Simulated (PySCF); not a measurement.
**Reproducing measurements on cyanoacetylene**

**The experiment to reproduce.**

NIST CCCBDB Release 22 (SRD 101), experimental dipoles lists, for the gas: dipole moment (microwave Stark effect) 3.72 D.

How close the calculation comes is told at the end.

Species: cyanoacetylene, C3HN.
Numbering: `[CH:1]#[C:2][C:3]#[N:4]` (hydrogens: H5 on C1)

Geometry (CAM-B3LYP/6-31+G*, Å), atoms numbered from 1 in this order:
```xyz
5
C3HN angstrom
C     -1.281   -0.177   -0.028
C     -0.088   -0.021   -0.003
C      1.279    0.162    0.024
N      2.427    0.315    0.047
H     -2.340   -0.319   -0.048
```

The PySCF runs (gas phase, on this CAM-B3LYP/6-31+G* geometry; no spin–orbit coupling):

```csv
level,job,basis functions,wall time
"CAM-B3LYP/6-31+G*, grid level 1",geometry optimisation from a GFN2-xTB start,74,3.8 s
```

Hardware: Arm Neoverse V2, one thread, on a shared host.

All basis functions are spherical.

## Comparison

**Dipole moment.** Measured: 3.72 D (NIST CCCBDB Release 22 (SRD 101), experimental dipoles).

| level | computed (D) | computed − measured (D) | % (from the printed values) |
| --- | --- | --- | --- |
| CAM-B3LYP/6-31+G* | 4.01 | +0.29 | +8 |

The computed dipoles belong to one fixed geometry; measured ones are averaged over vibrations unless marked μe. Magnitudes are compared, not signs.

The geometry is computed, not the measured one. Where a level misses, the cause wasn't examined.
